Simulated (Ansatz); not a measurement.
# Cost against result

The pair of HF (SMILES F, atoms 1–2) and CH6Si (SMILES C[SiH3], atoms 3–10), both closed shells, in one local arrangement (a lower one may exist), relaxed at PBE0-D4/def2-TZVP:

```
10
angstrom
F -0.6053 1.0345 -2.4719
H -0.7791 0.2751 -1.9674
C 0.3229 0.7682 0.8615
Si 0.0586 -0.9901 0.3014
H 1.0115 0.8005 1.7087
H -0.6208 1.2220 1.1716
H 0.7403 1.3715 0.0529
H 1.3236 -1.6315 -0.1382
H -0.8761 -1.0254 -0.8727
H -0.5755 -1.8246 1.3541
```

Interaction energies are counterpoise-corrected; the time is that of the whole pair.

Ansatz 0.2.0; basis: as named in each row; cores frozen in the correlated methods. B3LYP uses VWN-RPA correlation. Extrapolation: Hartree–Fock as exp(−7.88 √X), correlation as X^−2.97.

Times are rough, for one single point on 4 threads of a shared host (Arm Neoverse V1).

The estimate by CCSD(T) at an estimated basis limit (MP2 extrapolated from triple and quadruple zeta, plus CCSD(T) − MP2 in triple zeta) is -0.106 eV.

```csv
method,basis,time (s),interaction energy (eV),method less estimate
HF,STO-3G,under 1,0.152,0.258
SPW92,def2-SVP,under 1,-0.195,-0.090
PBE-D4,STO-3G,under 1,0.026,0.131
PBE-D4,def2-SVP,under 1,-0.119,-0.013
B3LYP-D4,6-31G,under 1,-0.085,0.021
PBE0-D4,def2-SVP,under 1,-0.099,0.006
CCSD(T),def2-SVP,2,-0.018,0.088
revPBE-D4,def2-TZVPPD,2,-0.107,-0.001
BLYP-D4,def2-TZVPPD,2,-0.119,-0.013
PBE0-D4,def2-TZVPPD,2,-0.132,-0.026
HSE06-D4,def2-TZVPPD,2,-0.132,-0.026
B3LYP-D4,def2-TZVPPD,2,-0.121,-0.016
PBE-D4,def2-TZVPPD,2,-0.148,-0.043
wB97M-V,def2-SVP,3,-0.079,0.026
r2SCAN-D4,def2-TZVPPD,3,-0.138,-0.032
B2PLYP,def2-TZVPPD,5,-0.090,0.015
wB97X-V,def2-TZVPPD,6,-0.117,-0.012
wB97M-V,def2-TZVPPD,6,-0.116,-0.011
B97M-V,def2-TZVPPD,7,-0.131,-0.026
MP2,def2-QZVPPD,14,-0.098,0.008
CCSD(T),def2-TZVPPD,63,-0.094,0.012
```

The T1 diagnostic stays at or below 0.011.
